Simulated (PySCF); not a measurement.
# A diatomic session: BF

The task here is to estimate one member of a computed series from the others.

The runs use PySCF 2.14.0; B aug-cc-pVDZ, F aug-cc-pVDZ, no relativity.

The first run:

The job is set up so:

* atoms: B, F
* charge: 0
* basis: B aug-cc-pVDZ, F aug-cc-pVDZ
* Hamiltonian: no relativity
* basis functions: 46
* electrons treated: 14
* masses in u: 11.0093, 18.9984
* levels: PBE0, PBE, r²SCAN, B2PLYP, PBEsol, TPSSh, HF, MP2, SCS-MP2, CCSD, CCSD(T)
* grid: 80 radial by 434 angular points
* occupations: held fixed by the projection of orbital angular momentum
* dissociation limit: B + F, each in its ground configuration
* starting distance in angstrom: 1.430
* values of 2S to try: 0, 2

The run is started by

```console
$ OMP_NUM_THREADS=1 python dia.py task.json out
```

Among the steps run: The job; First curve: PBE0; Higher solutions at PBE0; PBE (GGA); r²SCAN; B2PLYP (double hybrid); PBEsol (GGA); TPSSh (hybrid meta-GGA); RHF; Adding correlation.

One table of the session follows, with a row left open; its other results are not shown here.

Differences from CCSD(T) in the same basis:

| level | Re (mÅ) | ωe (%) |
| --- | --- | --- |
| RHF | -34 | +9.7 |
| RHF-MP2 | -6 | +1.7 |
| RHF-SCS-MP2 | -6 | +1.8 |
| RHF-CCSD | -4 | +1.4 |
| PBE | -10 | +1.0 |
| PBEsol | -14 | +2.2 |
| r²SCAN | -19 | +3.8 |
| TPSSh | ? | ? |
| PBE0 | -23 | +5.3 |
| B2PLYP | -17 | +3.6 |

Q: Estimate the row for TPSSh from the others.

As computed: Re (mÅ): -15; ωe (%): +3.2. In the column «Re (mÅ)» it lies between B2PLYP (-17) and PBEsol (-14).
